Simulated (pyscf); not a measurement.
Single points on ωB97X-D3(BJ)/def2-SVP structures (PySCF, gas phase). MP2 and CC: frozen core, UHF for open shells. ΔMP2 is the change of the MP2 total energy from the triple- to the quadruple-zeta basis.

Problem. How much does it cost (ΔH, 298 K, CCSD(T)/def2-TZVPP + ΔMP2(QZVPP)) to split F–GaH–Cl at its Cl–Ga bond into [F–GaH]• + Cl•?

Solution. Cl–Ga to [F–GaH]• + Cl•: 104.9 kcal/mol. The radicals are drawn with the spin at the cut bond; how far it spreads was not checked. The CCSD(T) − MP2 part came from Ansatz, without density fitting, on the same reference. The frozen core leaves the outer d or s,p core shells of the metals and heavy elements correlated in the MP2 and CC values, and def2-TZVPP describes them poorly, which can shift differences by a few kcal/mol. Left out: the spin-orbit lowering of Cl. Elements up to Kr have no core potential and no relativistic terms here.
